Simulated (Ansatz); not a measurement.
Basis-set extrapolation for `C=C1C=CC=CC1` (PBE0-D4/def2-TZVP geometry, frozen core, Ansatz). Multiplicity 1, RHF reference.

```csv
,def2-TZVPP,def2-QZVPP
HF,-269.783175,-269.794732
MP2 correlation,-1.115798,-1.186301
CCSD(T) correlation,-1.218463,not run
```

Energies in hartree. Use E(X) = E(∞) + A·exp(−7.88·√X) for Hartree–Fock and E(X) = E(∞) + B·X^(−2.97) for correlation, with X = 3 and 4, and add CCSD(T) minus MP2 of the smaller set to the MP2 limit.

What is the CCSD(T) energy at the basis-set limit?

HF limit: -269.794732 + (-0.011557) × 0.13774 = -269.79632. MP2 limit: -1.186301 + (-0.070503) × 0.74074 = -1.23853. Higher-order term: -1.218463 − (-1.115798) = -0.10267. Total: -271.13752 hartree, 356.8 kJ/mol below CCSD(T)/def2-TZVPP.
